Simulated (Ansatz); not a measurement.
C$_{4}$H$_{5}$FO, SMILES `C=C(O)C(=C)F`, relaxed with RKS PBE-D4/def2-SVP in the Gaussian-basis code of Ansatz from a rough embedded geometry. The force threshold is 0.03 eV/Å; the program also tests the step.

Total charge 0; spin multiplicity 1.

Start:

```xyz
11

C     1.366   -1.059    0.391
C     0.493   -0.179   -0.127
O     0.785    0.451   -1.285
C    -0.814    0.163    0.369
C    -1.718    0.969   -0.091
F    -1.129   -0.451    1.609
H     2.320   -1.248   -0.013
H     1.095   -1.497    1.348
H     1.719    0.193   -1.603
H    -1.492    1.507   -1.023
H    -2.624    1.152    0.423
```

(1) By how much does the energy fall, and how many steps does the optimiser take? (Best estimate.)

(2) Which bonds change most? (Estimate.)

(3) Give the relaxed structure. (Estimate.)

Answers

(1) The calculation gave: 39.71 kJ/mol, in 6 steps.

(2) The calculation gave: C4–F6 from 1.419 to 1.349 Å; C4–C5 from 1.296 to 1.345 Å; C1–H7 from 1.052 to 1.101 Å; O3–H9 from 1.020 to 0.975 Å.

(3) Ansatz gave: 
```xyz
11

C     1.368   -1.049    0.449
C     0.515   -0.180   -0.146
O     0.755    0.486   -1.311
C    -0.805    0.149    0.423
C    -1.704    0.998   -0.107
F    -1.067   -0.497    1.579
H     2.349   -1.280    0.007
H     1.087   -1.539    1.389
H     1.638    0.225   -1.631
H    -1.470    1.511   -1.047
H    -2.665    1.177    0.395
```
